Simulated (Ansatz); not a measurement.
# Which is lower?

Two relaxed structures of Si2NH7, singlet (PBE0-D4/def2-TZVP; forces vanish, vibrations not checked).

A:

| atom | x (Å) | y (Å) | z (Å) |
| --- | --- | --- | --- |
| Si1 | -1.2355 | 0.9230 | -1.2395 |
| N2 | 0.0824 | 0.8433 | -0.1299 |
| Si3 | 0.9410 | -0.5453 | 0.4353 |
| H4 | -1.5449 | -0.4901 | -1.6102 |
| H5 | 0.9631 | -2.0489 | 3.2820 |
| H6 | -2.4072 | 1.6059 | -0.6050 |
| H7 | 0.3938 | 1.7312 | 0.2428 |
| H8 | 0.3381 | -1.7091 | -0.2818 |
| H9 | 1.0803 | -2.5623 | 3.8139 |
| H10 | 2.4005 | -0.4031 | 0.1311 |

B:

```csv
atom,x (Å),y (Å),z (Å)
Si1,-1.1031,0.8987,-1.0857
N2,-0.2181,1.0116,0.2346
Si3,1.6585,-1.2454,1.0176
H4,-0.9735,-0.3189,-1.9092
H5,-2.0815,1.8747,-1.6388
H6,2.4940,-0.0380,0.8184
H7,-0.2651,1.8226,0.8375
H8,0.9686,-1.6401,-0.2360
H9,0.6978,-1.0721,2.1324
H10,2.5730,-2.3687,1.3836
```

Computed with Ansatz 0.2.0 (basis: def2-TZVPP); correlated methods freeze the cores. B3LYP uses VWN-RPA correlation.

Task: Which structure is lower at CCSD(T), and by how much? (Judge from chemistry; the value comes from the calculation.)

Result: Computed: B, by 0.696 eV (electronic energy, against the other). By their contacts, A is a complex of Si₂NH₅ ([SiH2][NH][SiH2]) + H₂ and B is a complex of SiNH₃ ([NH][SiH2]) + SiH₄.

All methods give the same order:

| method | E(B) − E(A) (eV) |
| --- | --- |
| PBE-D4 | -0.528 |
| r2SCAN-D4 | -0.711 |
| PBE0-D4 | -0.860 |
| B3LYP-D4 | -0.832 |
| wB97M-V | -1.344 |
| HF | -2.066 |
| MP2 | -0.836 |
| CCSD | -1.047 |
| CCSD(T) | -0.696 |

No T1 diagnostic of these runs exceeds 0.020. The restricted Hartree–Fock reference is unstable towards an unrestricted one at one or more of these structures. The program raised a doubt about the electronic state. A large double-excitation amplitude points to some diradical character; no triplet was computed.

Labels in which every atom is bracketed show which atoms are joined, not bond orders.

For scale, one of the runs: CCSD(T)/def2-TZVPP, 213 basis functions, launched by `ansatz run in.yaml --threads 2 --pin off --events-out ev --progress --plain --max-ram 4352MiB`. Hardware: 2 CPU threads of an Arm Neoverse V1, shared host. Wall time 3.7 min; peak host memory 3.2 GiB.
